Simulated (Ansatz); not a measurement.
For rutile SnO2, rVV10 (plane waves, PAW; Ansatz, an electronic-structure program) gives:

| Property | Value |
|---|---|
| equilibrium lattice constant a | 4.832 Å |
| c axis length | 3.265 Å |
| bulk modulus B0 | 168 GPa |
| band gap | 0.47 eV |

What does r²SCAN+rVV10 (PAW; Ansatz) give for the same quantities?


- lattice constant a: 4.745 Å (drops by 1.8 %)
- lattice parameter c: 3.199 Å (drops by 2.0 %)
- bulk modulus: 209 GPa (increases by 24 %)
- band gap: 1.81 eV (rises by 1.34 eV)

For comparison: lattice constant a 4.737 Å (measured, room temperature, not corrected to a static lattice; as tabulated in Hiroi (2015), arXiv:1503.02262); lattice parameter c 3.186 Å (measured, room temperature, no zero-point or thermal correction; as tabulated in Hiroi (2015), arXiv:1503.02262); bulk modulus 212 GPa (measured, temperature not stated, not corrected to a static lattice, from measured elastic constants; as tabulated in Toher et al. (2017), arXiv:1611.05714); band gap 3.81 eV (measured, zero-point renormalisation of 215 meV (computed, non-adiabatic AHC, without the lattice-expansion part) added back here to the 1.8 K gap of; inputs from Miglio et al. (2020), arXiv:2011.12765).

Changes are worked out from the printed values.

Unless a cell is named, each level is at its own relaxed cell (rVV10 12.70, r²SCAN+rVV10 12.00 Å³/atom).

Spin–orbit coupling is included only where a level's name says +SOC; with heavier elements it mostly lowers gaps and can invert bands. Density-functional gaps are differences of (generalised) Kohn–Sham levels.

Ansatz's density-functional and Hartree–Fock values are scalar-relativistic unless marked +SOC, with PAW data made under PBE.
